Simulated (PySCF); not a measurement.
Work out the structure from these simulated measurements.

Formula: C3H6OS.

* Rotational structure: rotational constants A, B, C: 6.201, 3.539, 2.761 GHz [GFN2-xTB]
* Dipole: 3.51 D [PBE0/pcSseg-1]
* NMR, other nuclei: isotropic shieldings of nuclei other than C and H, by class: 298 (1 O), 204 (1 S) ppm [GIAO PBE0/pcSseg-1]
* 13C NMR: chemical shifts (computed TMS as zero) by class: 157.9 (1 C), 124.4 (1 C), 48.9 (1 C) ppm [GIAO PBE0/pcSseg-1]
* 1H NMR: chemical shifts (computed TMS as zero) by class: 6.76 (1 H), 6.61 (1 H), 6.40 (1 H), 2.26 (3 H) ppm [GIAO PBE0/pcSseg-1]

Gas-phase values; electronic properties from PySCF, density fitting. Levels stand in brackets. The structure is a single GFN2-xTB conformer in the gas phase; no vibrational or solvent corrections. NMR classes are plain means over equivalent atoms (diastereotopic ones count apart unless rotation or inversion swaps them), as if these changed places fast.

**Question.** Give a SMILES that accounts for the data.

**Answer.** Numbering: `[CH2:1]=[CH:2][S@@:3]([CH3:4])=[O:5]`. 3 carbons fall into 3 classes; from least to most shielded: alkene CH carbon [C2] (157.9 ppm), terminal =CH2 carbon [C1] (124.4 ppm), S-methyl carbon [C4] (48.9 ppm). Hydrogen classes from least to most shielded: 1 H on an alkene CH carbon, C2 (6.76 ppm), 1 H on a terminal =CH2 carbon, C1 (6.61 ppm), 1 H on a terminal =CH2 carbon, C1 (6.40 ppm), 3 H on an S-methyl carbon, C4 (2.26 ppm, a mean of values up to 0.7 ppm apart in this geometry). The other shieldings belong to: 298 ppm, sulfinyl oxygen [O5]; 204 ppm, sulfinyl sulfur [S3]. The optimised geometry has point group C1 and is an asymmetric top. Structure: `C=C[S@@](C)=O`. The assignments are read from this structure; whether some other isomer fits the data as well wasn't checked. The mirror image fits equally.

Conformer computed: `[CH2:1]=[CH:2][S@@:3]([CH3:4])=[O:5]`: C1–C2–S3–C4 -110°.
